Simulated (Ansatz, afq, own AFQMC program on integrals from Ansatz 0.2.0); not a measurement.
## SiH$_{2}$O, triplet in cc-pVDZ, levels against CCSDT(Q)

```tsv
atom	x (Å)	y (Å)	z (Å)
Si	0.0000	0.0000	0.5550
O	0.0000	0.0000	-1.1214
H	0.0000	1.3319	1.1682
H	0.0000	-1.3319	1.1682
```

Connectivity, by distances: SiH2–O.

Basis cc-pVDZ. Only valence electrons are correlated. Integrals, coupled cluster, full CI and functionals: Ansatz 0.2.0; the random walks run on the same integrals in our own AFQMC program. The CISD trial takes its coefficients from CCSD amplitudes. Released means that phaseless walkers are propagated on without the constraint, phases kept. Free AFQMC starts from the CCSD state and is never constrained. Its projection time is finite, and what remains of the start isn't in its error. Error bars are statistical, one sigma.

Determinant: UHF, the one that the program's search chose, which needn't be the lowest solution. The geometry is a PBE0/def2-TZVP stationary point of this or a neighbouring charge and spin state.

No full CI on the walks' own integrals is used here; CCSDT(Q) serves as the reference and is uncertain by about the last step of the cluster series.

Cautions: lower spins were not checked.

The T1 diagnostic is 0.0214, the weight of the determinant in the CISD state is 0.891 and the ⟨S²⟩ of the determinant is 2.023. The size of the correlated space is 12 electrons in 36 orbitals.

```tsv
level	correlation energy (eV)
MP2	-6.1440
CCSD	-7.0435
CCSD(T)	-7.1931
```

Q: Estimate where phaseless AFQMC with a CISD trial lies against CCSD(T) on the same integrals.

A: 0.6 ± 1.1 kJ/mol below CCSD(T). The gap is under twice the noise, so this walk alone can't tell the two apart.

Reference: CCSDT(Q), correlation energy -7.235 eV. The released energy is read at 2.40 1/Eh (meV from the phaseless value at times in 1/Eh: -9 ± 11 at 0.24, -32 ± 14 at 0.51, -13 ± 12 at 0.99, -55 ± 17 at 1.62, -9 ± 18 at 2.40).

```csv
level,E − E(reference) (kJ/mol),share of correlation (%)
CCSD(T),4.0,99.42
CCSDT,1.3,99.82
ph-AFQMC/HF,12.2 ± 4.6,98.25
ph-AFQMC/CISD,3.4 ± 1.1,99.51
released AFQMC,2.6 ± 1.8,99.63
free AFQMC,-0.5 ± 1.5,100.08
```

Free projections are given only where their last times agree within the noise and don't stop above the reference; a slow remainder of the start can still hide under it. A walk keeps the symmetry of its determinant, which the program's search chose and which needn't be the lowest solution, so a lower state of the same spin and another symmetry isn't excluded. Released energies are given only where the last usable release times agree within the noise; a slower fall can still hide under it.
